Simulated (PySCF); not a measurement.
# Telling isomers of C4H4N2 apart by NMR

Calculated, not measured (PySCF 2.14.0 with density-fitted response routines): couplings computed with B3LYP/pcJ-1 (spin–dipole term left out of most H,H and C,H couplings), σ from GIAO-PBE0/pcSseg-1, geometry from GFN2-xTB. One conformer, fast rotation and ring inversion assumed for equivalent nuclei, no solvent model, relativity neglected.

δ = σ(ref) − σ, references computed at the same level: 1H (σref 31.72) and 13C (σref 186.93) vs TMS. Multiplet labels drop J under 1 Hz and among equivalent protons, and merge close values. Unscaled 3J(H,H) run several per cent high. Shifts are as computed. Against solution values, carbons near 30 ppm lie about +3 ppm off and those near 130 ppm about +5 ppm. Of 1211 compounds with measured shifts, 218 miss one by over three times the rms of a fit or turn the order of signals round; such compounds aren't used in these exercises. Across acyclic CH2–CH2 and CH–CH2 bonds, 3J(H,H) assumes equally populated rotamers.

(1) Tabulate the signals of `c1cnccn1`, `N#CCCC#N` and their relative energies.

(2) What is the quickest way to tell c1cnccn1 from N#CCCC#N?

## Answers

(1) 
```tsv
SMILES	carbon types	δC	δH	E rel. (kcal/mol)
c1cnccn1	4×CH	151.2	8.88 (s, 4H)	0.0
N#CCCC#N	2×C 2×CH2	121.4, 16.4	2.58 (s, 4H)	12.1
```

Energies are electronic energies at PBE0/pcSseg-1 on these geometries, without zero-point or thermal terms, each for the one conformer computed, which needn't be the lowest.

(2) Count the carbon signals: 1 against 2. The first has an aromatic CH next to a ring nitrogen at 151.2 ppm, the second a nitrile carbon (C) at 121.4 ppm. In the proton spectra the most deshielded non-exchanging signals are 8.88 (s, 4H) and 2.58 (s, 4H).
